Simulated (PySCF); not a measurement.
Several molecules and their computed UV-vis stick spectra, shuffled. Computed with TDDFT PBE0/def2-SVPD, vertical, gas phase, core orbitals frozen in the response (PySCF 2.14.0, density-fitted response routines). Geometries: GFN2-xTB; one conformer of each isolated species. Triplets are in the Tamm–Dancoff approximation.

A. `C=C[SiH]1OC(=O)C(=O)O1`
B. `Cl/C=C/c1ccccn1`
C. `c1cnccn1`
D. `[C@H]1(N=C1)CC#N`
E. `N[SiH](N)C[SiH3]`

Lowest singlet levels (six at most, fewer where fewer were computed) with oscillator strengths:

1. 311 nm (f 0.005); 267 nm (f 0.000); 221 nm (f 0.103); 220 nm (f 0.000); 193 nm (f 0.000); 185 nm (f 0.082); T1 3.27 eV
2. 292 nm (f 0.000); 242 nm (f 0.000); 213 nm (f 0.001); 201 nm (f 0.012); 193 nm (f 0.023); 187 nm (f 0.100); T1 3.65 eV
3. 190 nm (f 0.064); 188 nm (f 0.023); 184 nm (f 0.013); 175 nm (f 0.019); 173 nm (f 0.026); 167 nm (f 0.007); T1 6.20 eV
4. 280 nm (f 0.002); 271 nm (f 0.349); 242 nm (f 0.001); 239 nm (f 0.284); 207 nm (f 0.048); 202 nm (f 0.000); T1 3.02 eV
5. 247 nm (f 0.000); 182 nm (f 0.019); 169 nm (f 0.001); 162 nm (f 0.014); 160 nm (f 0.027); 158 nm (f 0.004); T1 4.23 eV

Problem. Which spectrum belongs to which structure?

Solution. 1 = C, 2 = A, 3 = E, 4 = B, 5 = D.
- A: S1 at 4.24 eV, HOMO→LUMO (97%); Löwdin shares by element: HOMO oxygen 63% or more, carbon 20% or more (atoms not listed hold the other 16%); LUMO carbon 41% or more, oxygen 37% or more (atoms not listed hold the other 22%); HOMO -8.40 and LUMO -2.18 eV.
- B: S1 at 4.42 eV, HOMO-1→LUMO (98%); Löwdin shares by element: HOMO carbon 48% or more, chlorine 17% (atoms not listed hold the other 35%); LUMO carbon 44% or more, nitrogen 13% (atoms not listed hold the other 44%); HOMO -6.80 and LUMO -1.63 eV; point group Cs, 1 of its 6 listed states under f = 0.0005.
- C: S1 at 3.99 eV, HOMO→LUMO (100%); Löwdin shares by element: HOMO nitrogen 56%, carbon 17% or more (atoms not listed hold the other 27%); LUMO nitrogen 50%, carbon 23% or more (atoms not listed hold the other 27%); HOMO -7.30 and LUMO -1.56 eV; point group D2h, 3 of its 6 listed states under f = 0.0005.
- D: S1 at 5.03 eV, HOMO→LUMO (99%); Löwdin shares by element: HOMO carbon 46% or more, nitrogen 40% or more; LUMO carbon 48% or more, nitrogen 39% or more, hydrogen 8% or more; HOMO -8.37 and LUMO -1.30 eV.
- E: S1 at 6.51 eV, HOMO→LUMO (64%), HOMO→LUMO+1 (26%); Löwdin shares by element: HOMO nitrogen 47% or more, carbon 14%, silicon 12% or more, hydrogen 5% or more (atoms not listed hold the other 22%); LUMO silicon 42%, carbon 7%, hydrogen 7% or more (atoms not listed hold the other 44%); HOMO -7.22 and LUMO 0.40 eV.
